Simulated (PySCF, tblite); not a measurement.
# C₆H₁₀: changes of charge, electronic excitations, EPR parameters

Wanted: changes of charge, electronic excitations, EPR parameters for C₆H₁₀ (`C[C@H]1C=CCC1`).

Programs: tblite 0.8.0 and PySCF 2.14.0, with routines of our own; each step states its level. All values are computed. Atoms count from 0.

## 1. The system as given

16 atoms, charge 0, multiplicity 1; geometry from: start built from the parent or by distance geometry.

## 2. Optimising the geometry with GFN2-xTB

Job settings and geometry (Å):

```
{"job": {"kind": "relax", "xc": "GFN2-xTB", "basis": "xTB"}, "charge": 0, "multiplicity": 1}
C      2.011400     0.039400     0.050500
C      0.549600    -0.081400     0.520500
C     -0.189900     1.188100     0.485500
C     -1.433500     1.033600    -0.047400
C     -1.681900    -0.410100    -0.382300
C     -0.287000    -1.015200    -0.363400
H      2.564600     0.724300     0.695300
H      2.507300    -0.919400     0.061900
H      2.050600     0.442200    -0.963200
H      0.549300    -0.461400     1.581800
H      0.164300     2.135900     0.844100
H     -2.180400     1.793000    -0.131600
H     -2.355100    -0.875300     0.353500
H     -2.113200    -0.501600    -1.398700
H     -0.298700    -2.025100     0.022400
H      0.127500    -1.049300    -1.351800
```

On the command line:

```sh
> OMP_NUM_THREADS=1 python redox_run.py task.json out
```

One launch serves the whole session: the jobs run in the order shown.

What it wrote:

```text
step      E/eV     max force
  0    -487.69982    2.906
  1    -487.76691    2.489
  2    -487.80815    0.351
  3    -487.81436    0.208
  4    -487.82135    0.143
  5    -487.82291    0.091
  6    -487.82403    0.063
  7    -487.82478    0.068
  8    -487.82543    0.057
  9    -487.82576    0.040
 10    -487.82588    0.021
 11    -487.82593    0.018
 12    -487.82598    0.021
 13    -487.82603    0.024
 14    -487.82607    0.017
 15    -487.82612    0.019
 16    -487.82616    0.016
 17    -487.82620    0.015
 18    -487.82624    0.015
 19    -487.82628    0.019
 20    -487.82634    0.025
 21    -487.82640    0.018
 22    -487.82644    0.013
 23    -487.82646    0.014
 24    -487.82649    0.017
 25    -487.82652    0.018
 26    -487.82655    0.014
 27    -487.82658    0.012
 28    -487.82660    0.014
 29    -487.82662    0.015
 30    -487.82666    0.018
 31    -487.82671    0.017
 32    -487.82675    0.019
 33    -487.82679    0.018
 34    -487.82683    0.016
 35    -487.82686    0.015
 36    -487.82689    0.013
 37    -487.82692    0.014
 38    -487.82696    0.018
 39    -487.82699    0.016
 40    -487.82704    0.021
 41    -487.82709    0.020
 42    -487.82714    0.019
 43    -487.82721    0.020
 44    -487.82727    0.019
 45    -487.82731    0.019
 46    -487.82734    0.019
 47    -487.82737    0.016
 48    -487.82741    0.014
 49    -487.82743    0.014
 50    -487.82744    0.011
 51    -487.82745    0.008
```

It took 0.52 s on 1 thread of AMD EPYC, shared host.

Along the way: (not every step is listed)

| step | energy from step 0 (eV) | largest force (eV/Å) |
| --- | --- | --- |
| 0 | 0.0000 | 2.9063 |
| 1 | -0.0671 | 2.4885 |
| 2 | -0.1083 | 0.3514 |
| 3 | -0.1145 | 0.2078 |
| 4 | -0.1215 | 0.1430 |
| 5 | -0.1231 | 0.0908 |
| 6 | -0.1242 | 0.0630 |
| 7 | -0.1250 | 0.0683 |
| 8 | -0.1256 | 0.0575 |
| 11 | -0.1261 | 0.0177 |
| 14 | -0.1263 | 0.0173 |
| 17 | -0.1264 | 0.0153 |
| 20 | -0.1265 | 0.0254 |
| 23 | -0.1266 | 0.0144 |
| 26 | -0.1267 | 0.0141 |
| 29 | -0.1268 | 0.0152 |
| 32 | -0.1269 | 0.0190 |
| 35 | -0.1270 | 0.0153 |
| 38 | -0.1271 | 0.0181 |
| 41 | -0.1273 | 0.0203 |
| 44 | -0.1275 | 0.0190 |
| 46 | -0.1275 | 0.0191 |
| 47 | -0.1275 | 0.0156 |
| 48 | -0.1276 | 0.0141 |
| 49 | -0.1276 | 0.0145 |
| 50 | -0.1276 | 0.0112 |
| 51 | -0.1276 | 0.0075 |

Distances of close pairs at the start and the end, largest changes first:

| bond | before (Å) | after (Å) | change (Å) |
| --- | --- | --- | --- |
| C2–C3 | 1.362 | 1.321 | -0.041 |
| C1–C2 | 1.470 | 1.504 | +0.034 |
| C1–H9 | 1.127 | 1.098 | -0.030 |
| C5–H15 | 1.072 | 1.091 | +0.019 |
| C4–C5 | 1.521 | 1.538 | +0.017 |
| C4–H13 | 1.108 | 1.091 | -0.017 |
| C0–C1 | 1.540 | 1.526 | -0.014 |
| C0–H7 | 1.080 | 1.088 | +0.009 |

The end geometry stands in the next job.

## 3. Vibrational analysis with GFN2-xTB

Job settings and geometry (Å):

```
{"job": {"kind": "ir", "xc": "GFN2-xTB", "basis": "xTB"}, "charge": 0, "multiplicity": 1}
C      1.992959     0.064705     0.032096
C      0.564974    -0.095318     0.545202
C     -0.218343     1.188083     0.506632
C     -1.418431     1.029300    -0.021477
C     -1.673110    -0.392288    -0.424488
C     -0.284846    -1.045777    -0.322491
H      2.554925     0.742474     0.671105
H      2.501302    -0.897179     0.017985
H      1.987354     0.469594    -0.977960
H      0.606065    -0.457483     1.580558
H      0.193663     2.104904     0.892401
H     -2.168882     1.791961    -0.144057
H     -2.384586    -0.851695     0.268162
H     -2.097357    -0.467378    -1.427008
H     -0.332481    -2.049569     0.095866
H      0.161597    -1.116448    -1.315349
```

What it wrote:

```text
mode    cm-1     km/mol
  1      81.0      0.27
  2     217.9      0.05
  3     268.6      0.23
  4     341.6      0.14
  5     489.0      2.13
  6     595.9      3.69
  7     736.3      0.94
  8     770.7     10.88
  9     843.4      0.81
 10     877.3      0.57
 11     883.7      3.46
 12     953.1      2.96
 13     978.7      1.33
 14     996.6      5.14
 15    1047.2      1.17
 16    1086.7      2.50
 17    1099.4      0.31
 18    1114.0      2.03
 19    1148.5      2.78
 20    1181.1      0.92
 21    1197.3      0.72
 22    1263.3      5.75
 23    1279.6      0.40
 24    1294.5      3.75
 25    1297.5      1.64
 26    1342.3      0.24
 27    1408.5      1.28
 28    1474.5      0.43
 29    1493.5      2.08
 30    1501.7      2.00
 31    1505.3      1.22
 32    1703.4      4.16
 33    2893.4     52.70
 34    2936.7     33.89
 35    2978.2     40.59
 36    2987.9     59.75
 37    3012.0     38.42
 38    3027.5     52.48
 39    3028.6     47.42
 40    3034.5     28.46
 41    3103.0     26.78
 42    3120.4     72.29
ZPE 374.397  H(298)-E 392.897  G(298)-E 297.440 kJ/mol  S 320.16 J/(mol K)
```

Wall time 0.87 s (1 thread of AMD EPYC, shared host); peak memory 0.19 GiB.

Which atoms move in the most intense modes:

| cm⁻¹ | km/mol | atoms |
| --- | --- | --- |
| 2893 | 52.7 | H9 93 % |
| 2937 | 33.9 | H12 81 % |
| 2978 | 40.6 | H13 62 %, H15 20 %, H12 12 % |
| 2988 | 59.8 | H15 64 %, H13 22 % |
| 3012 | 38.4 | H14 85 % |
| 3028 | 52.5 | H7 58 %, H8 31 % |
| 3029 | 47.4 | H8 40 %, H6 39 %, H7 12 % |
| 3120 | 72.3 | H10 59 %, H11 33 % |

## 4. Relaxing the molecule at PBE0-D3(BJ)/def2-SVP

The job, as its differences from that of step 3:

```diff
@@ -1,2 +1,2 @@
-{"job": {"kind": "ir", "xc": "GFN2-xTB", "basis": "xTB"}, "charge": 0, "multiplicity": 1}
+{"job": {"xc": "PBE0", "basis": "def2-SVP", "d3": "d3bj", "grid": 1, "kind": "geom"}, "charge": 0, "multiplicity": 1}
 C      1.992959     0.064705     0.032096
```

What it wrote:

```text
step   0  E = -234.19699486  max force = 0.011444
step   1  E = -234.19893288  max force = 0.002117
step   2  E = -234.19902812  max force = 0.000452
step   3  E = -234.19906932  max force = 0.000501
step   4  E = -234.19907105  max force = 0.000113
optimisation converged
```

It took 67 s on 1 thread of AMD EPYC, shared host; peak memory 0.59 GiB.

The steps of the relaxation:

| step | energy from step 0 (eV) | largest force component (eV/Å) |
| --- | --- | --- |
| 0 | 0.0000 | 0.5885 |
| 1 | -0.0527 | 0.1089 |
| 2 | -0.0553 | 0.0232 |
| 3 | -0.0564 | 0.0258 |
| 4 | -0.0565 | 0.0058 |

Close pairs (by a distance rule), those that changed most:

| bond | before (Å) | after (Å) | change (Å) |
| --- | --- | --- | --- |
| C2–H10 | 1.077 | 1.094 | +0.017 |
| C3–H11 | 1.077 | 1.093 | +0.016 |
| C2–C3 | 1.321 | 1.336 | +0.016 |
| C0–H8 | 1.088 | 1.102 | +0.014 |
| C0–H6 | 1.088 | 1.101 | +0.013 |
| C0–H7 | 1.088 | 1.101 | +0.013 |
| C4–H12 | 1.094 | 1.107 | +0.013 |
| C5–H15 | 1.091 | 1.103 | +0.012 |

The next job starts from the end point, and lists it.

| at the end point | value |
| --- | --- |
| point group (found at 0.08 Å tolerance) | C1 |
| rotational constants (GHz, main isotopes) | 6.759, 3.178, 2.371 |
| dipole moment (D) | 0.21 |

## 5. Harmonic vibrations (C6H10): PBE0-D3(BJ)/def2-SVP

Job settings and geometry (Å):

```
{"job": {"xc": "PBE0", "basis": "def2-SVP", "d3": "d3bj", "grid": 2, "kind": "hessian"}, "charge": 0, "multiplicity": 1}
C      2.021010     0.011189     0.118576
C      0.555928    -0.084666     0.520049
C     -0.210900     1.213029     0.446218
C     -1.434493     1.045661    -0.064235
C     -1.695544    -0.394337    -0.412642
C     -0.287144    -1.008267    -0.382007
H      2.578795     0.688404     0.784230
H      2.510090    -0.974669     0.160852
H      2.119404     0.393603    -0.910289
H      0.512468    -0.448682     1.566784
H      0.192458     2.159952     0.816109
H     -2.182555     1.835145    -0.174047
H     -2.361500    -0.853226     0.342712
H     -2.200519    -0.524811    -1.383728
H     -0.273084    -2.058481    -0.054235
H      0.138982    -0.979899    -1.399256
```

What it wrote:

```text
coarse grid: 12720 points
cycle   1  E = -234.1246879578  dE =  5.610e-01  |g| = 3.583e-01  |ddm| = 3.978e+00
cycle   2  E = -234.1195876336  dE =  5.100e-03  |g| = 3.994e-01  |ddm| = 9.013e-01
cycle   3  E = -234.1627796507  dE = -4.319e-02  |g| = 3.335e-02  |ddm| = 5.030e-01
cycle   4  E = -234.1629178509  dE = -1.382e-04  |g| = 2.272e-02  |ddm| = 6.299e-02
cycle   5  E = -234.1630358562  dE = -1.180e-04  |g| = 7.463e-03  |ddm| = 2.884e-02
cycle   6  E = -234.1630492524  dE = -1.340e-05  |g| = 2.034e-03  |ddm| = 9.271e-03
cycle   7  E = -234.1630503033  dE = -1.051e-06  |g| = 1.734e-04  |ddm| = 2.231e-03
final grid: 120968 points
cycle   8  E = -234.1991246363  dE = -2.837e-05  |g| = 7.331e-03  |ddm| = 3.487e-02
cycle   9  E = -234.1991193778  dE =  5.258e-06  |g| = 8.681e-03  |ddm| = 1.792e-02
cycle  10  E = -234.1991394866  dE = -2.011e-05  |g| = 5.913e-04  |ddm| = 1.026e-02
cycle  11  E = -234.1991395580  dE = -7.140e-08  |g| = 2.621e-04  |ddm| = 8.950e-04
cycle  12  E = -234.1991395747  dE = -1.666e-08  |g| = 7.479e-05  |ddm| = 3.190e-04
cycle  13  E = -234.1991395760  dE = -1.338e-09  |g| = 1.910e-05  |ddm| = 9.492e-05
cycle  14  E = -234.1991395761  dE = -9.135e-11  |g| = 1.940e-06  |ddm| = 2.550e-05
converged SCF energy = -234.1991395761

mode    cm-1
  1     125.8
  2     241.7
  3     289.8
  4     343.4
  5     500.0
  6     580.5
  7     739.9
  8     759.3
  9     831.7
 10     869.4
 11     926.1
 12     955.5
 13     968.3
 14     982.2
 15    1014.2
 16    1070.9
 17    1101.1
 18    1116.2
 19    1147.9
 20    1200.2
 21    1227.0
 22    1283.4
 23    1304.5
 24    1328.5
 25    1337.6
 26    1390.4
 27    1394.5
 28    1448.7
 29    1466.5
 30    1468.0
 31    1470.9
 32    1715.4
 33    3004.9
 34    3034.6
 35    3047.0
 36    3064.3
 37    3100.3
 38    3134.1
 39    3142.6
 40    3144.7
 41    3201.9
 42    3227.6
ZPE 381.020  H(298)-E 399.129  G(298)-E 304.542 kJ/mol  S 317.25 J/(mol K)
```

Wall time 12 min (1 thread of AMD EPYC, shared host); peak memory 1.9 GiB.

Zero-point energy 381.02 kJ/mol (xTB gave 374.40).

## 6. Single point (C₆H₁₀): wB97X-D3(BJ)/ma-def2-TZVP

Geometry: PBE0-D3(BJ)/def2-SVP.

The job, as its differences from that of step 5:

```diff
@@ -1,2 +1,2 @@
-{"job": {"xc": "PBE0", "basis": "def2-SVP", "d3": "d3bj", "grid": 2, "kind": "hessian"}, "charge": 0, "multiplicity": 1}
+{"job": {"kind": "sp", "xc": "wB97X", "basis": "ma-def2-TZVP", "d3": "d3bj", "grid": 2}, "charge": 0, "multiplicity": 1}
 C      2.021010     0.011189     0.118576
```

What it wrote:

```text
coarse grid: 12720 points
cycle   1  E = -234.8588579902  dE =  9.651e-01  |g| = 2.451e-01  |ddm| = 3.018e+00
cycle   2  E = -234.8749903302  dE = -1.613e-02  |g| = 1.155e-01  |ddm| = 6.113e-01
cycle   3  E = -234.8780797922  dE = -3.089e-03  |g| = 4.041e-02  |ddm| = 1.807e-01
cycle   4  E = -234.8785363060  dE = -4.565e-04  |g| = 6.951e-03  |ddm| = 8.366e-02
cycle   5  E = -234.8785487019  dE = -1.240e-05  |g| = 2.863e-03  |ddm| = 1.804e-02
cycle   6  E = -234.8785510506  dE = -2.349e-06  |g| = 6.866e-04  |ddm| = 8.490e-03
final grid: 120968 points
cycle   7  E = -234.8592592459  dE = -5.616e-05  |g| = 2.928e-03  |ddm| = 1.239e-01
cycle   8  E = -234.8592606084  dE = -1.362e-06  |g| = 1.988e-03  |ddm| = 1.263e-02
cycle   9  E = -234.8592615135  dE = -9.051e-07  |g| = 2.837e-04  |ddm| = 2.671e-03
cycle  10  E = -234.8592615384  dE = -2.487e-08  |g| = 1.147e-04  |ddm| = 1.169e-03
cycle  11  E = -234.8592615416  dE = -3.164e-09  |g| = 2.701e-05  |ddm| = 2.005e-04
converged SCF energy = -234.8592615416
```

Wall time 43 s (1 thread of AMD EPYC, shared host); peak memory 1.1 GiB.

## 7. Single point (C₆H₁₀+ (doublet)): wB97X-D3(BJ)/ma-def2-TZVP

Geometry: PBE0-D3(BJ)/def2-SVP, that of another charge or spin state.

The job, as its differences from that of step 6:

```diff
@@ -1,2 +1,2 @@
-{"job": {"kind": "sp", "xc": "wB97X", "basis": "ma-def2-TZVP", "d3": "d3bj", "grid": 2}, "charge": 0, "multiplicity": 1}
+{"job": {"kind": "sp", "xc": "wB97X", "basis": "ma-def2-TZVP", "d3": "d3bj", "grid": 2}, "charge": 1, "multiplicity": 2}
 C      2.021010     0.011189     0.118576
```

What it wrote:

```text
final grid: 120968 points
cycle   1  E = -234.5060991727  dE = -2.314e-02  |g| = 2.074e-01  |ddm| = 6.932e-01
cycle   2  E = -234.5145646077  dE = -8.465e-03  |g| = 1.654e-01  |ddm| = 3.636e-01
cycle   3  E = -234.5280521283  dE = -1.349e-02  |g| = 8.479e-03  |ddm| = 1.583e-01
cycle   4  E = -234.5281764636  dE = -1.243e-04  |g| = 5.829e-03  |ddm| = 2.268e-02
cycle   5  E = -234.5282467045  dE = -7.024e-05  |g| = 2.527e-03  |ddm| = 1.924e-02
cycle   6  E = -234.5282753329  dE = -2.863e-05  |g| = 1.393e-03  |ddm| = 1.003e-02
cycle   7  E = -234.5282831874  dE = -7.854e-06  |g| = 4.889e-04  |ddm| = 6.904e-03
cycle   8  E = -234.5282838686  dE = -6.812e-07  |g| = 2.021e-04  |ddm| = 2.267e-03
cycle   9  E = -234.5282839572  dE = -8.857e-08  |g| = 6.924e-05  |ddm| = 7.163e-04
cycle  10  E = -234.5282839712  dE = -1.399e-08  |g| = 3.625e-05  |ddm| = 2.559e-04
cycle  11  E = -234.5282839746  dE = -3.437e-09  |g| = 1.523e-05  |ddm| = 1.126e-04
converged SCF energy = -234.5282839746
```

It took 83 s on 1 thread of AMD EPYC, shared host; peak memory 1.4 GiB.

## 8. Geometry optimisation with GFN2-xTB

This step treats C₆H₁₀+ (doublet), labelled `C[C@H]1[CH][CH+]CC1` (the label fixes atoms and charge, not where charge and spin sit).

Job settings and geometry (Å):

```
{"job": {"kind": "relax", "xc": "GFN2-xTB", "basis": "xTB"}, "charge": 1, "multiplicity": 2}
C      2.037300     0.005100     0.113300
C      0.545200    -0.076000     0.497000
C     -0.193500     1.205400     0.449400
C     -1.437000     1.060300    -0.084800
C     -1.698800    -0.398200    -0.401300
C     -0.298100    -1.010000    -0.390800
H      2.579200     0.694200     0.773200
H      2.521500    -0.965700     0.165900
H      2.128400     0.386800    -0.911500
H      0.503100    -0.451400     1.572100
H      0.185500     2.156000     0.809200
H     -2.191000     1.828400    -0.174200
H     -2.372700    -0.850900     0.359300
H     -2.193100    -0.526700    -1.392600
H     -0.280600    -2.041600    -0.053700
H      0.132600    -0.978000    -1.378300
```

What it wrote:

```text
step      E/eV     max force
  0    -474.50242    1.543
  1    -474.57335    0.641
  2    -474.60502    0.439
  3    -474.62321    0.377
  4    -474.63081    0.177
  5    -474.63413    0.189
  6    -474.63781    0.224
  7    -474.64216    0.191
  8    -474.64592    0.158
  9    -474.64904    0.141
 10    -474.65187    0.165
 11    -474.65456    0.169
 12    -474.65683    0.114
 13    -474.65854    0.090
 14    -474.66006    0.103
 15    -474.66170    0.114
 16    -474.66313    0.100
 17    -474.66406    0.093
 18    -474.66469    0.064
 19    -474.66530    0.077
 20    -474.66598    0.072
 21    -474.66659    0.065
 22    -474.66704    0.056
 23    -474.66746    0.057
 24    -474.66803    0.077
 25    -474.66883    0.082
 26    -474.66971    0.075
 27    -474.67040    0.053
 28    -474.67086    0.048
 29    -474.67125    0.047
 30    -474.67165    0.051
 31    -474.67200    0.048
 32    -474.67231    0.051
 33    -474.67264    0.051
 34    -474.67303    0.047
 35    -474.67343    0.047
 36    -474.67380    0.054
 37    -474.67418    0.059
 38    -474.67464    0.054
 39    -474.67521    0.066
 40    -474.67582    0.070
 41    -474.67638    0.055
 42    -474.67687    0.054
 43    -474.67732    0.052
 44    -474.67770    0.053
 45    -474.67802    0.049
 46    -474.67831    0.045
 47    -474.67860    0.041
 48    -474.67885    0.038
 49    -474.67905    0.031
 50    -474.67920    0.035
 51    -474.67934    0.034
 52    -474.67946    0.025
 53    -474.67956    0.018
 54    -474.67960    0.016
 55    -474.67965    0.017
 56    -474.67971    0.022
 57    -474.67978    0.020
 58    -474.67984    0.017
 59    -474.67990    0.020
 60    -474.67997    0.021
 61    -474.68004    0.020
 62    -474.68008    0.013
 63    -474.68010    0.011
 64    -474.68011    0.010
```

It took 0.66 s on 1 thread of AMD EPYC, shared host.

The steps of the relaxation: (not every step is listed)

| step | energy from step 0 (eV) | largest force (eV/Å) |
| --- | --- | --- |
| 0 | 0.0000 | 1.5432 |
| 1 | -0.0709 | 0.6407 |
| 2 | -0.1026 | 0.4391 |
| 3 | -0.1208 | 0.3772 |
| 4 | -0.1284 | 0.1769 |
| 5 | -0.1317 | 0.1889 |
| 6 | -0.1354 | 0.2240 |
| 7 | -0.1397 | 0.1909 |
| 8 | -0.1435 | 0.1579 |
| 13 | -0.1561 | 0.0900 |
| 18 | -0.1623 | 0.0645 |
| 23 | -0.1650 | 0.0573 |
| 28 | -0.1684 | 0.0481 |
| 33 | -0.1702 | 0.0510 |
| 38 | -0.1722 | 0.0537 |
| 43 | -0.1749 | 0.0525 |
| 48 | -0.1764 | 0.0382 |
| 53 | -0.1771 | 0.0183 |
| 58 | -0.1774 | 0.0170 |
| 59 | -0.1775 | 0.0199 |
| 60 | -0.1776 | 0.0215 |
| 61 | -0.1776 | 0.0202 |
| 62 | -0.1777 | 0.0132 |
| 63 | -0.1777 | 0.0112 |
| 64 | -0.1777 | 0.0102 |

Close pairs (by a distance rule), those that changed most:

| bond | before (Å) | after (Å) | change (Å) |
| --- | --- | --- | --- |
| C3–C4 | 1.515 | 1.465 | -0.050 |
| C1–H9 | 1.140 | 1.110 | -0.030 |
| C4–H13 | 1.115 | 1.099 | -0.016 |
| C5–H15 | 1.078 | 1.094 | +0.016 |
| C4–H12 | 1.112 | 1.100 | -0.013 |
| C0–C1 | 1.543 | 1.532 | -0.011 |
| C0–H6 | 1.097 | 1.087 | -0.011 |
| C1–C2 | 1.480 | 1.470 | -0.010 |

The end geometry stands in the next job.

## 9. Harmonic vibrations with GFN2-xTB

Job settings and geometry (Å):

```
{"job": {"kind": "ir", "xc": "GFN2-xTB", "basis": "xTB"}, "charge": 1, "multiplicity": 2}
C      2.030298     0.053845     0.040423
C      0.565046    -0.059700     0.472203
C     -0.211988     1.186641     0.527333
C     -1.458736     1.018718     0.003514
C     -1.652196    -0.348801    -0.484283
C     -0.315776    -1.052768    -0.288561
H      2.580249     0.727197     0.692146
H      2.510495    -0.920280     0.061547
H      2.077554     0.447640    -0.973662
H      0.641311    -0.398805     1.526107
H      0.176938     2.101912     0.940409
H     -2.216537     1.781023    -0.065459
H     -2.481218    -0.838310     0.047174
H     -1.999101    -0.357048    -1.526824
H     -0.422845    -2.007450     0.231009
H      0.144705    -1.295980    -1.250804
```

What it wrote:

```text
mode    cm-1     km/mol
  1      91.1      1.78
  2     208.7      0.03
  3     245.6      2.54
  4     314.4      2.60
  5     452.0     30.96
  6     604.6     19.49
  7     658.6     54.82
  8     747.1      3.99
  9     788.9      2.93
 10     822.4      7.99
 11     871.8     17.48
 12     887.6     12.01
 13     946.1     19.95
 14     953.8     10.52
 15     982.5     20.34
 16    1011.6     37.41
 17    1036.5     24.57
 18    1056.2     22.72
 19    1063.4     12.55
 20    1094.3     25.19
 21    1109.8    139.18
 22    1138.9      6.99
 23    1201.5      6.46
 24    1239.4      9.53
 25    1265.0     34.15
 26    1313.7     63.50
 27    1331.8    118.66
 28    1385.2     26.13
 29    1401.4    175.64
 30    1431.0      6.60
 31    1460.4     11.19
 32    1502.2     73.73
 33    2740.3     42.04
 34    2857.0     24.67
 35    2914.1     52.34
 36    2945.6     11.10
 37    2984.6     19.79
 38    3023.9     14.39
 39    3061.9      1.44
 40    3065.5      0.85
 41    3118.0      6.99
 42    3131.1      6.28
ZPE 361.629  H(298)-E 380.818  G(298)-E 282.535 kJ/mol  S 329.64 J/(mol K)
```

Wall time 0.93 s (1 thread of AMD EPYC, shared host); peak memory 0.49 GiB.

Which atoms move in the most intense modes:

| cm⁻¹ | km/mol | atoms |
| --- | --- | --- |
| 659 | 54.8 | H11 23 %, H13 19 %, H12 17 %, C4 15 % |
| 1110 | 139.2 | H15 20 %, H9 19 %, H14 15 %, H8 14 % |
| 1314 | 63.5 | C1 12 %, C2 12 %, H13 11 %, H12 10 % |
| 1332 | 118.7 | H13 32 %, H12 32 %, C4 10 % |
| 1401 | 175.6 | H14 42 %, H15 39 % |
| 1502 | 73.7 | C3 45 %, C2 43 % |
| 2740 | 42.0 | H9 93 % |
| 2914 | 52.3 | H13 55 %, H12 39 % |

## 10. Geometry optimisation at PBE0-D3(BJ)/def2-SVP

This step treats C6H10+ (doublet), labelled `C[C@H]1[CH][CH+]CC1` (the label fixes atoms and charge, not where charge and spin sit).

The job, as its differences from that of step 9:

```diff
@@ -1,2 +1,2 @@
-{"job": {"kind": "ir", "xc": "GFN2-xTB", "basis": "xTB"}, "charge": 1, "multiplicity": 2}
+{"job": {"xc": "PBE0", "basis": "def2-SVP", "d3": "d3bj", "grid": 1, "kind": "geom"}, "charge": 1, "multiplicity": 2}
 C      2.030298     0.053845     0.040423
```

What it wrote:

```text
step   0  E = -233.87913134  max force = 0.034618
step   1  E = -233.88254584  max force = 0.003707
step   2  E = -233.88275427  max force = 0.000654
step   3  E = -233.88296580  max force = 0.002116
step   4  E = -233.88300529  max force = 0.001198
step   5  E = -233.88301354  max force = 0.000118
optimisation converged
```

Wall time 2 min (1 thread of AMD EPYC, shared host); peak memory 0.61 GiB.

Along the way:

| step | energy from step 0 (eV) | largest force component (eV/Å) |
| --- | --- | --- |
| 0 | 0.0000 | 1.7801 |
| 1 | -0.0929 | 0.1906 |
| 2 | -0.0986 | 0.0336 |
| 3 | -0.1043 | 0.1088 |
| 4 | -0.1054 | 0.0616 |
| 5 | -0.1056 | 0.0061 |

Close pairs (by a distance rule), those that changed most:

| bond | before (Å) | after (Å) | change (Å) |
| --- | --- | --- | --- |
| C2–C3 | 1.363 | 1.403 | +0.041 |
| C1–H9 | 1.110 | 1.132 | +0.023 |
| C2–H10 | 1.077 | 1.095 | +0.018 |
| C3–H11 | 1.077 | 1.095 | +0.018 |
| C4–H12 | 1.100 | 1.117 | +0.017 |
| C0–H6 | 1.087 | 1.099 | +0.012 |
| C0–H7 | 1.086 | 1.098 | +0.012 |
| C0–H8 | 1.089 | 1.100 | +0.012 |

The end geometry stands in the next job.

| at the end point | value |
| --- | --- |
| point group (found at 0.08 Å tolerance) | C1 |
| rotational constants (GHz, main isotopes) | 6.918, 3.106, 2.316 |
| ⟨S²⟩ | 0.752 |

[end of part 1 of 3]
